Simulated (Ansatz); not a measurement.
**GeH$_{2}$, triplet in cc-pVDZ: errors against full CI**

Geometry: a point of a bend scan, not a stationary point.

| atom | x (Å) | y (Å) | z (Å) |
| --- | --- | --- | --- |
| Ge | 0.0000 | -0.0242 | 0.0000 |
| H | 0.0000 | 0.8736 | -1.2518 |
| H | 0.0000 | 0.8736 | 1.2518 |

Basis cc-pVDZ; Ansatz 0.2.0. Correlated methods freeze the noble-gas cores and the filled d shells of p-block atoms, which leaves 6 electrons in 23 orbitals. R marks a restricted (for open shells ROHF) determinant, U an unrestricted one. Active spaces: pair = (4e, 4o) about the gap; valence = (6e, 6o) chosen from the atoms' valence shells. No spin–orbit coupling is included, and no scalar relativity.

Full CI is exact within this basis and frozen core; it isn't the basis-set limit. The frozen core follows each run's orbitals, which can shift R against U totals by a few meV for light atoms and by up to 0.1 eV past Ca.

For open shells CISD is restricted-active-space CI with the open shells as a complete middle space.

```
UHF ⟨S²⟩                          : 2.005
T1 diagnostic (RCCSD)             : 0.0184
largest doubles amplitude (RCCSD) : 0.043
```

| level | E − E(RHF) (eV) |
| --- | --- |
| RMP2 | -1.9324 |
| RCCSD | -2.5014 |
| RCCSD(T) | -2.5496 |

(1) Estimate how far full CI in cc-pVDZ lies from RCCSD(T). The table doesn't fix it; the size of (T) and the diagnostics are the guide.

(1) Full CI in cc-pVDZ lies 15 meV below RCCSD(T), which is 32 % of the (T) step (-48 meV). The diagnostics give no warning, yet the rest is a sizeable part of (T).

The other levels:

| level | E − E(full CI) (meV) | share of correlation (%) | wall time |
| --- | --- | --- | --- |
| CISD | 117 | 95.45 | 0.63 s |
| BCCD(T) | 15 | 99.41 | 0.69 s |
| RCCSDT | 0 | 99.99 | – |
| RCCSDT(Q) | -1 | 100.02 | 2.6 s |
| CASSCF (valence space) | 1683 | 34.37 | – |
| NEVPT2 (valence space) | 497 | 80.61 | 0.84 s |
| MRCISD (valence space) | 59 | 97.71 | – |
| MRCISD+Q (valence space) | -2 | 100.07 | 1.1 s |
| MRCISD+Q(relaxed) (valence space) | -19 | 100.76 | 1.2 s |

The correlation energy at full CI, counted from RHF, is -2.565 eV. That run took 2.5 s on 1 thread of Intel Xeon Platinum 8488C, shared host over 781,936 determinants.

Run but not shown, since their state or frozen core can't be matched to the reference's or they repeat it: UHF, UMP2, UCCSD, UCCSD(T), UCCSDT, UCCSDT(Q), CASSCF (pair space), NEVPT2 (pair space), MRCISD (pair space), MRCISD+Q (pair space).

Times hold each run's SCF and search for its determinant on a shared host, so for small cases they say little of a method's own cost; they ran on 1 thread of Intel Xeon Platinum 8488C.

Not variational, and here over 5 meV under the exact energy: MRCISD+Q(relaxed) (valence space).

The full-CI state has the irrep B1 of C2v, in the program's axes.

Natural occupations of full CI about the gap: 1.958 1.943 0.995 0.989 0.030 0.025 0.008 0.008 0.008 0.008; effectively unpaired electrons, Σ n²(2−n)², 2.03.
